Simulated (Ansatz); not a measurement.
C₃H₃NO, SMILES `C#C/N=C/O` from Hartree–Fock to CCSD(T)

```csv
atom,x (Å),y (Å),z (Å)
C1,2.2689,0.1322,-0.4874
C2,1.1596,0.1077,-0.0211
N3,-0.0224,0.1017,0.5907
C4,-1.0902,-0.1148,-0.0578
O5,-2.2735,-0.1242,0.5359
H6,3.2442,0.1516,-0.9095
H7,-1.1576,-0.3093,-1.1279
H8,-2.1290,0.0550,1.4771
```

Total charge 0; spin multiplicity 1. The structure was optimised at the PBE0-D4/def2-TZVP level. It is one conformer, not always the lowest. Frozen core, restricted reference, Ansatz 0.2.0. CBS rows extrapolate triple and quadruple zeta; past MP2 they add the triple-zeta difference.

```tsv
basis	HF (Eh)	MP2 corr.	CCSD corr.	(T)	CCSD(T) total
def2-SVP	?	-0.71946	?	?	?
def2-TZVPP	-244.67792	-0.88726	-0.89917	-0.04423	-245.62132
def2-QZVPP	-244.68846	?	–	–	–
CBS(def2)	-244.68991	-0.99654	-1.00845	as TZ	-245.74259
```

Q: Fill in the withheld values. (Estimate.)

A: The calculation gave: def2-SVP HF (Eh): -244.38980; def2-SVP CCSD corr.: -0.74334; def2-SVP (T): -0.02854; def2-SVP CCSD(T) total: -245.16168; def2-QZVPP MP2 corr.: -0.95004.
